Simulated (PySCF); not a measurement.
**[BNH4]− (SMILES [BH2-]N) at 3 levels**

Aim: a comparison of 3 runs (UM06-2X/STO-3G, UCCSDT/STO-3G, UCCSD(T)/STO-3G) of [BNH4]−. The job is set up through a Python script.

The results are computed with PySCF 2.14.0.

2 further runs of the same task are left out: 2 set aside as unsound or not needed.

### Step 1. The molecule

[BNH4]− has 6 atoms, charge -1, and is taken as a doublet. As SMILES, `[BH2-]N`. The B1–H4 distance was set to 1.500 Å, away from the relaxed value.

Bond lengths: B1–N2 1.573 Å, B1–H3 1.274 Å, N2–H5 1.029 Å, N2–H6 1.021 Å. Angles: B1–N2–H5 111.6°, B1–N2–H6 108.4°, N2–B1–H3 113.0°, H5–N2–H6 104.9°. A long bond or contact: B1–H4 1.500 Å.

### Step 2. The energy at UM06-2X/STO-3G (run 1)

The input, input.py:

```python
from pyscf import gto, dft

mol = gto.M(
    atom='''
B   -0.329490  -0.594847   0.400567
N   -0.095400   0.958403   0.317857
H    0.699950  -1.233547   0.793237
H   -0.807710  -1.131940  -0.915350
H    0.375930   1.223533  -0.557043
H    0.555270   1.226013   1.057407
''',
    charge=-1,
    basis='sto-3g',
    max_memory=1860,
    spin=1,
    verbose=3,
)

mf = dft.UKS(mol)
mf.xc = 'm06-2x'
mf.grids.level = 5
mf.conv_tol = 1e-10
mf.kernel()
if not mf.converged:
    mf = mf.newton().run(mf.mo_coeff, mf.mo_occ)

e_tot = mf.e_tot
print(f'total energy: {e_tot:.8f} hartree')
```

Started as:

```bash
$ OMP_NUM_THREADS=1 python input.py
```

What it wrote:

```text
WARN: HOMO 0.00272276042962782 >= LUMO 0.00272276042962755

converged SCF energy = -80.7092013574791  <S^2> = 0.75341146  2S+1 = 2.0034086
total energy: -80.70920136 hartree
```

It took 5.4 s on 1 thread of Arm Neoverse V1, shared host; peak memory 0.2 GiB.

### Step 3. The energy at UCCSDT/STO-3G (run 2)

The input, run.py:

```python
from pyscf import gto, scf, cc

system = gto.Mole()
system.atom = '''
B       -0.329490      -0.594847       0.400567
N       -0.095400       0.958403       0.317857
H        0.699950      -1.233547       0.793237
H       -0.807710      -1.131940      -0.915350
H        0.375930       1.223533      -0.557043
H        0.555270       1.226013       1.057407
'''
system.basis = 'sto-3g'
system.charge = -1
system.verbose = 4
system.spin = 1
system.max_memory = 1860
system.build()

mf = scf.UHF(system)
mf.conv_tol = 1e-10
mf.kernel()
if not mf.converged:
    mf = mf.newton().run(mf.mo_coeff, mf.mo_occ)

mycc = cc.CCSDT(mf, frozen=2)
mycc.kernel()
energy = mycc.e_tot
print('E(%s) = %.9f' % ('CCSDT', energy))
```

Started as:

```bash
$ OMP_NUM_THREADS=1 python run.py
```

What it wrote:

```text
PySCF version 2.14.0

[... 90 lines left out ...]
converged SCF energy = -80.174920592845  <S^2> = 0.75878754  2S+1 = 2.0087683
[... 17 lines left out ...]
WARN: A large `blksize_v_aaa` is being used, which may cause large memory consumption
[... 3 lines left out ...]
WARN: A large `blksize_v_aab` is being used, which may cause large memory consumption
[... 10 lines left out ...]
Init t2, MP2 energy = -0.0797532472122629
[... 16 lines left out ...]
UCCSDT converged
[... 3 lines left out ...]
E(CCSDT) = -80.287890682
```

Run time: 1.7 s. Hardware: 1 thread of Arm Neoverse V1, shared host; peak memory 0.11 GiB.

### Step 4. A single-point energy at UCCSD(T)/STO-3G (run 3)

The input, calc.py:

```python
from pyscf import gto, scf, cc

system = gto.Mole()
system.atom = '''
B     -0.329490    -0.594847     0.400567
N     -0.095400     0.958403     0.317857
H      0.699950    -1.233547     0.793237
H     -0.807710    -1.131940    -0.915350
H      0.375930     1.223533    -0.557043
H      0.555270     1.226013     1.057407
'''
system.spin = 1
system.charge = -1
system.basis = 'sto-3g'
system.max_memory = 1860
system.verbose = 4
system.build()

mf = scf.UHF(system)
mf.conv_tol = 1e-10
mf.kernel()
if not mf.converged:
    mf = mf.newton().run(mf.mo_coeff, mf.mo_occ)

mycc = cc.CCSD(mf, frozen=2)
mycc.kernel()
e_t = mycc.ccsd_t()
etot = mycc.e_tot + e_t
print(f'total energy: {etot:.8f} hartree')
```

Started as:

```bash
$ OMP_NUM_THREADS=1 python calc.py
```

What it wrote:

```text
PySCF version 2.14.0

[... 90 lines left out ...]
converged SCF energy = -80.174920592845  <S^2> = 0.75878754  2S+1 = 2.0087683
[... 12 lines left out ...]
Init t2, MP2 energy = -0.0797532472122629
[... 14 lines left out ...]
UCCSD converged
[... 2 lines left out ...]
total energy: -80.28758064 hartree
```

It took 0.78 s on 1 thread of Arm Neoverse V1, shared host; peak memory 0.1 GiB.

### Step 5. The series

```tsv
run	level	integration grid	frozen core orbitals	energy (Eh)	HOMO energy (eV)	LUMO energy (eV)	⟨S²⟩	wall time
1	UM06-2X/STO-3G	5	–	-80.709201	6.09	15.01	0.753	5.4 s
2	UCCSDT/STO-3G	–	2	-80.287891	2.96	18.93	0.759	1.7 s
3	UCCSD(T)/STO-3G	–	2	-80.287581	2.96	18.93	0.759	0.78 s
```

### Step 6. Outcome

```
                                                         quantity         value
                                              run 3: total energy  -80.28758 Eh
run 3: HOMO energy (Hartree–Fock orbitals) (highest over α and β)       2.96 eV
 run 3: LUMO energy (Hartree–Fock orbitals) (lowest over α and β)      18.93 eV
               run 3: correlation energy (2 core orbitals frozen)    -112.7 mEh
                                            run 3: (T) correction     -0.83 mEh
                         run 3: ⟨S²⟩ of the reference determinant         0.759
                                             run 3: T1 diagnostic         0.009
```

In words: In runs 1, 2, 3 the HOMO lies above zero, so the outermost electron may be held by the basis alone. In runs 1, 2, 3 the basis is minimal, so the values are rough. All runs together took 7.9 s, the longest 5.4 s.
